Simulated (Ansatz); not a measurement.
HNO, SMILES `N=O`, relaxed with RKS PBE-D4/def2-SVP in Ansatz from a rough embedded geometry. The force threshold is 0.03 eV/Å; the program also tests the step.

The species carries charge 0 and has multiplicity 1.

Start:

```xyz
3

N    -0.122   -0.352   -0.197
O    -0.557    0.763   -0.299
H     0.680   -0.412    0.496
```

(1) By how much does the energy fall, and how many steps does the optimiser take? (An estimate is asked.)

(2) Which bonds change most? (Estimate.)

(3) Give the relaxed structure. (An estimate is asked.)

Answers

(1) The calculation gave: 0.72 kcal/mol, in 3 steps.

(2) The calculation gave: N1–H3 from 1.062 to 1.096 Å; N1–O2 from 1.201 to 1.205 Å.

(3) Computed: 
```xyz
3

N    -0.138   -0.366   -0.215
O    -0.548    0.765   -0.290
H     0.686   -0.398    0.505
```
